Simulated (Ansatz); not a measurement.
System: fcc Al. Method: PBE-D4 (Ansatz, a quantum-chemistry and plane-wave program, PAW).

Input:

Ansatz 0.2 input:
```yaml
crystal:
  lattice:
    - [0.0, 1.9516200012, 1.9516200012]
    - [1.9516200012, 0.0, 1.9516200012]
    - [1.9516200012, 1.9516200012, 0.0]
  atoms:
    - { symbol: Al, position: [0.0, 0.0, 0.0] }
basis:
  ecutwfc: 520
  ecutrho_ratio: 4
  xc_grid: 2
kpoints:
  mp_grid: { grid: [24, 24, 24] }
hamiltonian:
  xc: pbe
  dispersion: d4
  pseudopotentials: { kind: paw }
scf:
  occupations: { method: fermi_dirac, width: 0.05 }
  convergence: { dr2_threshold: 0.0000000001 }
output:
  forces: false
  stress: true
  eigenvalues: true
```

Question: How many irreducible k-points, plane waves at Γ does the program set up, and what pressure does the run end with?

Answer: 413 irreducible k-points, 411 plane waves at Γ; P = 6.15 GPa, so the cell is compressed on average and its volume would grow at this level.

From the output:

```
Crystal: 1 atoms, lattice volume = 14.867 Å³
Basis set: ecut = 520 eV, 411 PW (Γ), exchange–correlation on 48×48×48 points (8 copies of the dense FFT grid, shifted against one another)
Bands: 6, of which v1, the nominal top of the filled ones, is band 2 counted from 1 (1 counted from 0)
Symmetry: 48 space group operations
Space group: Fm-3m (ITA 225), of the structure as read, at distance tolerance 2.5e-5 Å
k-points: 413 of 13824
Functional: x = pbe(κ = 0.804, μ = 0.2195149727645171), c = pbe(β = 0.06672455060314922)
SCF iter   1: F=—  HF=-537.837223 eV  |F-HF|=—  |Δ(HF+E_count)|=         —  Δρ=7.50e-4  dr2=4.19e-5
SCF iter   2: F=—  HF=-537.837231 eV  |F-HF|=—  |Δ(HF+E_count)|=   8.37e-6  Δρ=3.67e-4  dr2=8.66e-6
  ...
SCF iter   5: F=-537.837239 eV  HF=-537.837239 eV  |F-HF|=1.02e-12  |Δ(HF+E_count)|=  1.28e-10  Δρ=1.35e-7  dr2=2.75e-12
SCF iter   6: F=-537.837239 eV  HF=-537.837239 eV  |F-HF|=1.14e-13  |Δ(HF+E_count)|=  1.36e-12  Δρ=1.14e-8  dr2=1.83e-14
SCF 1 converged in 6 iterations: F = -537.837239 eV  dr2 = 1.83e-14
SCF converged after 6 iterations
Free energy (F): -537.837239 eV
Internal energy: -537.834249 eV  (E = F + TS)
E sigma→0 (E₀):  -537.835744 eV
Fermi energy:    9.092688 eV
--- Stress (GPa, compression-positive) ---
        6.154917      -0.000000      -0.000000
       -0.000000       6.154917      -0.000000
       -0.000000      -0.000000       6.154917
  P = ⅓ Tr σ = 6.1549 GPa (61.549 kbar)
```

The cell is one volume of an energy–volume scan, off the minimum.
